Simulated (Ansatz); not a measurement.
Two isomers of C3H5NO2: A = `C/N=C(/O)C=O`, B = `N/C=C\OC=O`.

Isolated molecules relaxed with PBE0-D4/def2-TZVP in Ansatz; ΔE leaves out vibrations. CBS: MP2 limit from def2 TZ/QZ plus the TZ coupled-cluster correction, frozen cores. Double bonds are as drawn, so ΔE can hold a change between cis and trans. Functionals use def2-TZVPP. B3LYP here is the variant with VWN-RPA as its local correlation; programs differ in this. Each species was taken in one conformer, which may not be the lowest.

**Question.** Which isomer does CCSD(T)/CBS put lower? Give the gap. (An estimate is asked.)

**Answer.** The calculation gave: B, by 6.1 kcal/mol.

**Question.** Give E(B) − E(A) in kcal/mol with CCSD/def2-TZVPP, r2SCAN-D4, B3LYP-D4, CCSD(T)/def2-TZVPP, PBE-D4, B2PLYP, ωB97M-V. (Estimate.)

**Answer.** Ansatz gave: CCSD/def2-TZVPP -5.3, r2SCAN-D4 -8.2, B3LYP-D4 -7.5, CCSD(T)/def2-TZVPP -5.0, PBE-D4 -7.9, B2PLYP -6.9, ωB97M-V -6.6. None reverses the order clearly.

Largest T1 diagnostic: 0.015.

In def2-TZVPP, CCSD(T) changes the Hartree–Fock value by +2.4 kcal/mol (the triples alone add +0.3 kcal/mol) and MP2 by +2.2 kcal/mol.
